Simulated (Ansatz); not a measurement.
Input file:

```yaml
crystal:
  periodic: [false, false, false]
  atoms:
    - {symbol: Ga, position_ang: [0.000000, 0.024966, 0.004585]}
    - {symbol: H, position_ang: [0.000000, -2.047625, 0.004585]}
    - {symbol: H, position_ang: [0.000000, 0.173529, -1.853486]}
    - {symbol: H, position_ang: [0.000000, 0.147071, 1.531755]}
basis:
  gaussian: {orbitals: cc-pVDZ}
total_charge: 1
magnetization: {spin_polarized: false, initial_magnetization: 1}
correlation: {method: ccsdt, electrons: outside_noble_gas, diis_vectors: 2}
```

```sh
$ ansatz run in.yaml --threads 1 --pin off --events-out ev --progress --plain --max-ram 2393MiB
```

Output:

```
814 factors; integrals over basis functions are off by at most 1.9e-7 eV
mean field evaluation 1: about -52369.0320 eV, gradient 7.8e0 eV
mean field evaluation 2: about -52369.0408 eV, gradient 7.8e0 eV
mean field evaluation 4: about -52369.9595 eV, gradient 7.6e-1 eV
mean field evaluation 8: about -52369.9633 eV, gradient 8.2e-2 eV
mean field evaluation 16: about -52369.9594 eV, gradient 7.6e-1 eV
mean field evaluation 32: about -52366.2018 eV, gradient 4.5e-1 eV
mean field -52369.96339394 eV, -1924.5606570910 hartree, gradient 2.0e-6 eV, S^2 0.750000; 0 other end points of the search recorded, 0 dependent functions left out
14 core orbitals not correlated: weight in the atoms' cores, before any rotation towards them, 0.998 or more for the frozen orbitals, at most 0.001 for the correlated occupied ones
reference -52369.96339394 eV, -1924.5606570910 hartree; 3, 2 occupied and 25, 26 virtual orbitals, 814 factors
second order -1.46341373 eV of doubles, -0.01115933 eV of singles
cycle   1  -1.82707076 eV  change   -3.5e-1 eV  update   5.8e-2
cycle   2  -2.04662138 eV  change   -2.2e-1 eV  update   2.9e-2
cycle   3  -2.06975130 eV  change   -2.3e-2 eV  update   1.2e-2
cycle   4  -2.08017064 eV  change   -1.0e-2 eV  update   5.9e-3
...
cycle  21  -2.08213452 eV  change   -1.9e-6 eV  update   7.3e-6
cycle  22  -2.08213725 eV  change   -2.7e-6 eV  update   4.9e-6
cycle  23  -2.08213888 eV  change   -1.6e-6 eV  update   3.4e-6
cycle  24  -2.08214078 eV  change   -1.9e-6 eV  update   2.6e-6
cycle  25  -2.08214192 eV  change   -1.1e-6 eV  update   1.9e-6
cycle  26  -2.08214269 eV  change   -7.8e-7 eV  update   1.5e-6
cycle  27  -2.08214306 eV  change   -3.6e-7 eV  update   1.1e-6
cycle  28  -2.08214318 eV  change   -1.2e-7 eV  update   7.7e-7
cycle  29  -2.08214302 eV  change    1.6e-7 eV  update   5.7e-7
cycle  30  -2.08214284 eV  change    1.7e-7 eV  update   4.4e-7
Total energy: -52372.04553678 eV, -1924.6371744291 hartree
```

Ran on 1 thread of Arm Neoverse V1, shared host: 3.7 s wall, 0.1 GiB peak host memory.
